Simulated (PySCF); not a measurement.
**A search over the determinants of Li₂**

Unrestricted PBE0; basis Li STO-3G; no relativity; PySCF 2.14. Outer shells of the fragments: Li 2s1; Li 2s1.

Followed along the bond (rough minima from three points):

| 2Ms+1 | unpaired | ⟨S²⟩ at the start | R at minimum (Å) | Te (eV) |
| --- | --- | --- | --- | --- |
| 1 | none | 0.00 | 2.69 | 0.00 |
| 3 | σ ↑↑ | 2.00 | none in the scan | ≤ 0.89 |
| 3 | σ ↑, π ↑ | 2.00 | none in the scan | ≤ 1.33 |

Solutions found at the starting distance of 2.570 Å, counted from the lowest of them; the search is not exhaustive and high or unbound solutions are not listed, so other states can lie among these:

```json
{"2Ms+1": "1", "unpaired": "none", "term": "¹Σ⁺", "E (eV)": "0.00", "⟨S²⟩": "0.00", "⟨Lz²⟩": "0.00"}
{"2Ms+1": "3", "unpaired": "σ ↑↑", "term": "³Σ⁺", "E (eV)": "1.09", "⟨S²⟩": "2.00", "⟨Lz²⟩": "0.00"}
{"2Ms+1": "3", "unpaired": "σ ↑, π ↑", "term": "³Π", "E (eV)": "1.34", "⟨S²⟩": "2.00", "⟨Lz²⟩": "1.00"}
{"2Ms+1": "1", "unpaired": "σ ↑, π ↓", "term": "mixed", "E (eV)": "1.98", "⟨S²⟩": "1.00", "⟨Lz²⟩": "1.00"}
```

A term symbol is given only where ⟨S²⟩ and ⟨Lz²⟩ are close to those of a pure state; real π, δ and φ orbitals otherwise mix terms, and g/u labels are left off.

The measured ground state is X ¹Σg+ (Huber and Herzberg, Constants of Diatomic Molecules (1979)).

Counting both spins, an empty level lies below a filled one in some of these solutions, because spin and occupation are held. STO-3G is very small, so such numbers show the basis as much as the molecule.
